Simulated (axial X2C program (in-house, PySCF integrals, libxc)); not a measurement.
## Low determinants of AlP⁻ at the PBE0 level, spin-free

Computed with an in-house relativistic program for diatomic molecules. Spin-free means the one-electron spin-free X2C Hamiltonian. Basis: P dyall-av3z [9s8p3d2f], Al dyall-av3z [9s9p3d2f] (cores contracted in-house); Gaussian nuclei, density fitting, unrestricted open shells. Masses: P 30.974 u, Al 26.982 u.

Search at 2.150 Å (vertical energies from the lowest determinant):

```json
{"ΔE (eV)": "0.00", "state": "M_S = 1/2, Λ = 0", "electrons beyond evenly filled partner blocks": "σα", "electrons in σ, π, δ, φ": "17 12 0 0"}
{"ΔE (eV)": "0.16", "state": "M_S = 1/2, Λ = 1", "electrons beyond evenly filled partner blocks": "π+α, π+β, π-α", "electrons in σ, π, δ, φ": "18 11 0 0"}
{"ΔE (eV)": "1.91", "state": "M_S = 3/2, Λ = 0", "electrons beyond evenly filled partner blocks": "σα, π+α, π+β, 2 × π-α", "electrons in σ, π, δ, φ": "17 12 0 0"}
{"ΔE (eV)": "1.91", "state": "M_S = 3/2, Λ = 2", "electrons beyond evenly filled partner blocks": "σα, 2 × π+α, π+β, π-α", "electrons in σ, π, δ, φ": "17 12 0 0"}
{"ΔE (eV)": "2.27", "state": "M_S = 1/2, Λ = 2", "electrons beyond evenly filled partner blocks": "σα, π+α, 2 × π+β, π-α", "electrons in σ, π, δ, φ": "17 12 0 0"}
{"ΔE (eV)": "2.40", "state": "M_S = 3/2, Λ = 1", "electrons beyond evenly filled partner blocks": "2 × π+α, π-α", "electrons in σ, π, δ, φ": "18 11 0 0"}
{"ΔE (eV)": "2.46", "state": "M_S = 3/2, Λ = 1", "electrons beyond evenly filled partner blocks": "2 × σα, π+α, π+β, π-α", "electrons in σ, π, δ, φ": "18 11 0 0"}
```

Lowest determinant, M_S = 1/2, Λ = 0 (beyond evenly filled blocks: σα): Re = 2.136 Å, ωe = 544.4 cm⁻¹.

The determinant in row 2 of the search, M_S = 1/2, Λ = 1 (beyond evenly filled blocks: π+α, π+β, π-α), was followed along the bond at PBE0; measured from the minimum of the lowest determinant it gives:

Te = 0.090 eV (727 cm⁻¹), Re = 2.252 Å, ωe = 477.9 cm⁻¹.

Compare the bond of the determinant in row 2 with that of the lowest one.

At PBE0 its Re is 0.116 Å longer and its force constant, which goes as ωe², is 0.77 times that of the lowest determinant. T0 ≈ Te + Δωe/2 = 727 + (-33) = 694 cm⁻¹.

The search compares states at one distance, so a state with another bond length can lie lower; it is not exhaustive and yields mostly the lowest determinant of each block pattern, so other components and higher states of one pattern are missing. These are energies of single determinants, not of spin-adapted states; PBE0 term energies can be off by some tenths of an eV, and the functional has no current term. The lowest determinant need not be the ground state where others lie within half an eV. For an anion, determinants above electron detachment are held by the basis set.
